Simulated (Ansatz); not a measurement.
**AlSiH (singlet): the correlation ladder at distance Al2–H3 = 1.444 Å, 6-31G**

An exercise on one series of results from a longer session: the logs are not shown, and one member is left open.

Computed with Ansatz 0.2.0, Gaussian basis. Level: 6-31G, core rule «outside noble gas», up to 10 orbitals frozen.

Plan: UHF; CCSD(T) on RHF; CCSD(T) on UHF; BCCD(T) on RHF; CISD; CCSDT(Q) on RHF; CCSDT(Q) on UHF; CISDTQ; CCSDTQ on RHF; CASSCF and MRCISD+Q, 2 electrons in 2 orbitals; CASSCF and NEVPT2, 2 electrons in 2 orbitals; CASSCF and MRCISD+Q, 8 electrons in 9 orbitals; CASSCF and NEVPT4(SD), 8 electrons in 9 orbitals; CASSCF and NEVPT2, 8 electrons in 9 orbitals; Full CI.

24 further runs of the same task are left out: 17 that didn't finish, 7 set aside as unsound or not needed.

## The system

The geometry derives from a PBE0/def2-TZVP stationary point (not a proven minimum). One bond is set to the value named and the two fragments are kept rigid.

3 atoms, charge 0, spin multiplicity 1.

Atoms are counted from 1 here; the program's logs count them from 0.

Bond lengths: Si1–Al2 2.354 Å, Al2–H3 1.444 Å. Angles: Si1–Al2–H3 180.0°.

Set-up of the first run:

The input, in.yaml:

```yaml
crystal:
  periodic: [false, false, false]
  atoms:
    - {symbol: Si, position_ang: [0.000000, 0.000000, 2.050536]}
    - {symbol: Al, position_ang: [0.000000, 0.000000, -0.303268]}
    - {symbol: H, position_ang: [0.000000, 0.000000, -1.747268]}
basis:
  gaussian: {orbitals: 6-31G}
magnetization: {spin_polarized: true, initial_magnetization: 0}
hamiltonian: {xc: hf}
output: {orbitals: {seedname: orbitals}}
```

The run is started by

```bash
> ansatz run in.yaml --threads 1 --pin off --events-out ev --progress --plain --max-ram 2393MiB
```

Steps of the session up to this table: UHF; CCSD(T) on RHF; CCSD(T) on UHF; BCCD(T) on RHF; CISD; CCSDT(Q) on RHF; CCSDT(Q) on UHF; CISDTQ; CCSDTQ on RHF; CASSCF and MRCISD+Q, 2 electrons in 2 orbitals; CASSCF and NEVPT2, 2 electrons in 2 orbitals; CASSCF and MRCISD+Q, 8 electrons in 9 orbitals; CASSCF and NEVPT4(SD), 8 electrons in 9 orbitals; CASSCF and NEVPT2, 8 electrons in 9 orbitals; Full CI.

One of the session's tables, all rows but one given; the rest of the session is left out.

It belongs to the step «Misses and costs». 

| method | from FCI (kJ/mol) |
| --- | --- |
| RHF | ? |
| RMP2 | +85.1 |
| CISD | +35.8 |
| RCCSD | +18.1 |
| RCCSD(T) | +10.3 |
| BCCD(T) | +10.6 |
| RCCSDT | +4.7 |
| CISDTQ | +4.1 |
| RCCSDT(Q) | +1.0 |
| RCCSDTQ | +0.2 |
| CASSCF valence | +62.8 |
| NEVPT2 valence | +19.7 |
| NEVPT4(SD) valence | +3.1 |
| MRCISD valence | +1.6 |
| MRCISD+Q valence | +0.2 |
| FCI | 0 |

Estimate the missing values for RHF.

**Answer.** from FCI (kJ/mol): +271.9. In the column «from FCI (kJ/mol)» it is the highest.

Not comparable, so not listed: CASSCF and MRCISD+Q, 2 electrons in 2 orbitals (they don't share determinant, frozen orbitals or solution with the rows shown, or repeat one).

To keep in mind: The report flags that the cluster equations may have other roots. Left out of the table: CASSCF pair, NEVPT2 pair (the active space lost an orbital or holds another state than full CI finds). Left out of the table: UHF, UMP2, UCCSD, UCCSD(T), UCCSDT, UCCSDT(Q) (another determinant or state than the rows shown). The program flags RCCSDT(Q), RCCSDTQ as in doubt, so those rows may rest on another solution; read them beside their warnings. Warnings in the runs' records: passed over end.
